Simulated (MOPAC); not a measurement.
MOPAC input (AM1):

```
AM1 1SCF CHARGE=1 GEO-OK AUX(PRECISION=9) THREADS=1
C3H9O

O     0.06503772 1   -0.68601455 1    0.05727429 1
C    -0.03288225 1    0.83440006 1    0.03073175 1
C     1.42147281 1   -1.28712423 1   -0.01533926 1
C    -1.48368758 1    1.21030101 1    0.00174931 1
H     0.47728944 1    1.12131012 1    0.94601548 1
H     0.52928146 1    1.15356487 1   -0.84533226 1
H     1.27766083 1   -2.36044626 1    0.05765461 1
H     1.89028205 1   -0.99298470 1   -0.95099819 1
H     1.95495536 1   -0.90470467 1    0.84810251 1
H    -1.97704985 1    0.87309367 1   -0.91220944 1
H    -2.01557038 1    0.83306845 1    0.87432017 1
H    -1.54411666 1    2.30045640 1    0.01467203 1
H    -0.54245191 1   -1.08070251 1   -0.59326989 1
```

From the last part of the output:

```
                                                       MOPAC v23.2.5 Linux

          FINAL HEAT OF FORMATION =        129.85740 KCAL/MOL =     543.32335 KJ/MOL

          COSMO AREA              =        112.92 SQUARE ANGSTROMS
          COSMO VOLUME            =         96.05 CUBIC ANGSTROMS

          IONIZATION POTENTIAL    =         17.353983 EV
          HOMO LUMO ENERGIES (EV) =        -17.354 -5.724
          NO. OF FILLED LEVELS    =         13
          MOLECULAR WEIGHT        =         61.1035         POINT GROUP:  C1

          MOLECULAR DIMENSIONS (Angstroms)

            Atom       Atom       Distance
            H    12    H     7     5.44870
            H     8    H    11     3.02889
            H     9    H    10     2.86492

          SCF CALCULATIONS        =          1

   ATOM   CHEMICAL          X               Y               Z
  NUMBER   SYMBOL      (ANGSTROMS)     (ANGSTROMS)     (ANGSTROMS)

     1       O          0.06503772  *  -0.68601455  *   0.05727429  *
     2       C         -0.03288225  *   0.83440006  *   0.03073175  *
     3       C          1.42147281  *  -1.28712423  *  -0.01533926  *
     4       C         -1.48368758  *   1.21030101  *   0.00174931  *
     5       H          0.47728944  *   1.12131012  *   0.94601548  *
     6       H          0.52928146  *   1.15356487  *  -0.84533226  *
     7       H          1.27766083  *  -2.36044626  *   0.05765461  *
     8       H          1.89028205  *  -0.99298470  *  -0.95099819  *
     9       H          1.95495536  *  -0.90470467  *   0.84810251  *
    10       H         -1.97704985  *   0.87309367  *  -0.91220944  *
    11       H         -2.01557038  *   0.83306845  *   0.87432017  *
    12       H         -1.54411666  *   2.30045640  *   0.01467203  *
    13       H         -0.54245191  *  -1.08070251  *  -0.59326989  *

                             CARTESIAN COORDINATES

   1    O        0.065037720    -0.686014550     0.057274290
   2    C       -0.032882250     0.834400060     0.030731750
   3    C        1.421472810    -1.287124230    -0.015339260
   4    C       -1.483687580     1.210301010     0.001749310
   5    H        0.477289440     1.121310120     0.946015480
   6    H        0.529281460     1.153564870    -0.845332260
   7    H        1.277660830    -2.360446260     0.057654610
   8    H        1.890282050    -0.992984700    -0.950998190
   9    H        1.954955360    -0.904704670     0.848102510
  10    H       -1.977049850     0.873093670    -0.912209440
  11    H       -2.015570380     0.833068450     0.874320170
  12    H       -1.544116660     2.300456400     0.014672030
  13    H       -0.542451910    -1.080702510    -0.593269890

           Empirical Formula: C3 H9 O  =    13 atoms

      MOLECULAR POINT GROUP   :   C1

                  EIGENVALUES
 -46.62471 -38.43446 -34.04820 -30.07395 -25.57355 -23.67806 -22.86565 -20.28829
 -19.37022 -18.88114 -18.72425 -18.01730 -17.35398  -5.72358  -2.33440  -1.87645
  -1.51751  -1.35863  -1.27796  -1.17341  -0.90182  -0.82537  -0.24116  -0.08521
   0.46859

              NET ATOMIC CHARGES AND DIPOLE CONTRIBUTIONS

  ATOM NO.   TYPE          CHARGE      No. of ELECS.   s-Pop       p-Pop
    1          O          -0.166487        6.1665     1.79304     4.37345
    2          C           0.029271        3.9707     1.26622     2.70451
    3          C          -0.046539        4.0465     1.26141     2.78513
    4          C          -0.267099        4.2671     1.22001     3.04709
    5          H           0.156142        0.8439     0.84386
    6          H           0.127795        0.8722     0.87220
    7          H           0.155108        0.8449     0.84489
    8          H           0.127329        0.8727     0.87267
    9          H           0.153373        0.8466     0.84663
   10          H           0.116101        0.8839     0.88390
   11          H           0.132572        0.8674     0.86743
   12          H           0.159381        0.8406     0.84062
   13          H           0.323054        0.6769     0.67695
 DIPOLE           X         Y         Z       TOTAL
 POINT-CHG.     1.354    -0.908    -0.669     1.762
 HYBRID        -0.114    -0.220    -0.524     0.579
 SUM            1.241    -1.128    -1.192     2.058

          ATOMIC ORBITAL ELECTRON POPULATIONS

     Atom    s        px        py        pz
    1  O   1.79304   1.35265   1.35603   1.66477
    2  C   1.26622   1.03844   0.58962   1.07645
    3  C   1.26141   0.70144   1.00664   1.07705
    4  C   1.22001   0.89836   1.07562   1.07310
    5  H   0.84386
    6  H   0.87220
    7  H   0.84489
    8  H   0.87267
    9  H   0.84663
   10  H   0.88390
   11  H   0.86743
   12  H   0.84062
   13  H   0.67695

 **********************
 *                    *
 * JOB ENDED NORMALLY *
 *                    *
 **********************

 == MOPAC DONE ==
```

The dipole moment of an ion depends on the origin.
